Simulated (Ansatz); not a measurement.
Relaxation of H$_{5}$OPSi (8 atoms, charge 0, multiplicity 1), to a largest force component of 0.015 eV/Å in at most 40 steps.

Level of theory: Ansatz 0.2.0, RKS BLYP/def2-SVP.

```xyz
8
Properties=species:S:1:pos:R:3:forces:R:3
O -1.051 0.410 -1.494 -0.39 -1.50 -2.68
P -0.342 1.166 -0.264 0.66 2.36 2.11
Si 0.480 -0.601 0.805 2.11 0.24 -0.01
H -1.984 0.345 -1.323 -1.34 -0.05 0.03
H 0.858 1.532 -0.944 0.32 0.00 0.02
H 1.391 -0.102 1.912 -0.15 -0.11 -0.06
H 1.319 -1.439 -0.123 -0.11 -0.16 0.07
H -0.579 -1.368 1.375 -1.11 -0.78 0.52
```

**Question.** Where does it end, and by what steps?

**Answer.** The run converged. After 11 steps the energy has fallen by 0.342 eV; H4 moved furthest, 0.37 Å.

| step | energy less start (eV) | largest force component (eV/Å) | accepted |
| --- | --- | --- | --- |
| 0 | 0.0000 | 2.681 | yes |
| 1 | -0.2423 | 1.294 | yes |
| 2 | -0.3167 | 0.779 | yes |
| 3 | -0.3346 | 0.303 | yes |
| 4 | -0.3363 | 0.258 | yes |
| 5 | -0.3394 | 0.080 | yes |
| 6 | -0.3400 | 0.042 | yes |
| 7 | -0.3404 | 0.030 | yes |
| 8 | -0.3412 | 0.022 | yes |
| 9 | -0.3303 | 0.302 | no |
| 10 | -0.3415 | 0.025 | yes |
| 11 | -0.3415 | 0.009 | yes |

```xyz
8
Properties=species:S:1:pos:R:3
O -1.114 0.284 -1.533
P -0.430 1.163 -0.225
Si 0.564 -0.623 0.849
H -2.044 0.575 -1.613
H 0.809 1.572 -0.854
H 1.509 -0.090 1.891
H 1.309 -1.518 -0.097
H -0.511 -1.421 1.526
```

Run time: 35 s on 1 thread of Intel(R) Xeon(R) Platinum 8259CL CPU @ 2.50GHz (Skylake/Cascade Lake) (shared host), peak memory 0.17 GiB.
